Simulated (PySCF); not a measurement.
## Stationary points of AlCl₂

All numbers come from PBE0/[Al def2-TZVP, Cl def2-TZVP], no relativity, density fitting, PySCF.

Relaxations began from a few typed shapes; open shells are unrestricted. The search is not exhaustive: other isomers or separated fragments can lie lower, and high-lying points may rest on an excited occupation.

```json
{"spin": "doublet", "group": "C2v", "bonds": "Al–Cl 2.102 Å (×2)", "angles": "Cl–Al–Cl 119.0°", "imaginary modes (cm⁻¹)": "none", "ΔE (kJ/mol)": "0.0", "ΔE with ZPE (kJ/mol)": "0.0"}
{"spin": "doublet", "group": "D∞h", "bonds": "Al–Cl 2.150 Å (×2)", "angles": "Cl–Al–Cl 180.0°", "imaginary modes (cm⁻¹)": "240i, 240i", "ΔE (kJ/mol)": "71.9", "ΔE with ZPE (kJ/mol)": "–"}
```

The lowest minimum found is the doublet C2v: Al–Cl 2.102 Å (×2); Cl–Al–Cl 119.0°.
